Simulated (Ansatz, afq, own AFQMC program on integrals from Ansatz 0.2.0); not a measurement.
# Where AFQMC and coupled cluster stand for SiH4O, singlet

```xyz
6

Si    0.0000   -0.0248    0.5600
O     0.0000    0.0966   -1.0834
H     1.2036   -0.7463    1.0578
H     0.0000    1.3651    1.0700
H    -1.2036   -0.7463    1.0578
H     0.0000   -0.7148   -1.5919
```

Connectivity, by distances: SiH3–OH.

Basis 6-31G. Noble-gas cores (and the filled d shells of Ga–Kr and In–Xe) are frozen. AFQMC by an in-house program on the Cholesky factors that Ansatz 0.2.0 writes for its CCSD(T) run. ph-AFQMC/CISD is guided by a CISD state made of CCSD amplitudes; releasing the constraint for a short imaginary time cuts its bias at the price of noise, slowly where states lie close. Uncertainties: one standard error, sampling alone.

Determinant: RHF, the one that the program's search chose, which needn't be the lowest solution. The geometry is a point of a scan.

No full CI on the walks' own integrals is used here. The released AFQMC energy serves as the reference, which it does only where one determinant dominates, the energy is flat over the last release times and near the phaseless one (40 meV or 2 meV an electron, half that with transition metals). On small molecules, where full CI could be run and the noise was under 10 meV, such values lay within 10 meV of it in 19 cases of 20, a flattering rate, since the rule was set on those same cases; what remains of the bias isn't in the error bar.

Cautions: the released value is read at 2.40 1/Eh (meV from the phaseless value at times in 1/Eh: 1 ± 6 at 0.24, -6 ± 5 at 0.51, -22 ± 5 at 0.99, -22 ± 7 at 1.62, -21 ± 9 at 2.40).

The T1 diagnostic is 0.0107 and the weight of the determinant in the CISD state is 0.916. The size of the correlated space is 14 electrons in 24 orbitals.

| level | correlation energy (eV) |
| --- | --- |
| MP2 | -4.8929 |
| CCSD | -5.4202 |
| CCSD(T) | -5.4918 |

(1) Estimate where phaseless AFQMC with a CISD trial lies against CCSD(T) on the same integrals.

(1) 0.6 ± 0.8 kJ/mol below CCSD(T). The gap is under twice the noise, so this walk alone can't tell the two apart.

Reference: AFQMC with the constraint released, correlation energy -5.519 ± 0.009 eV.

| level | E − E(reference) (kJ/mol) | share of correlation (%) |
| --- | --- | --- |
| CCSD(T) | 2.6 ± 0.9 | 99.51 |
| ph-AFQMC/HF | 0.5 ± 3.1 | 99.90 |
| ph-AFQMC/CISD | 2.0 ± 1.2 | 99.63 |

A walk keeps the symmetry of its determinant, which the program's search chose and which needn't be the lowest solution, so a lower state of the same spin and another symmetry isn't excluded. Released energies are given only where the last usable release times agree within the noise; a slower fall can still hide under it.
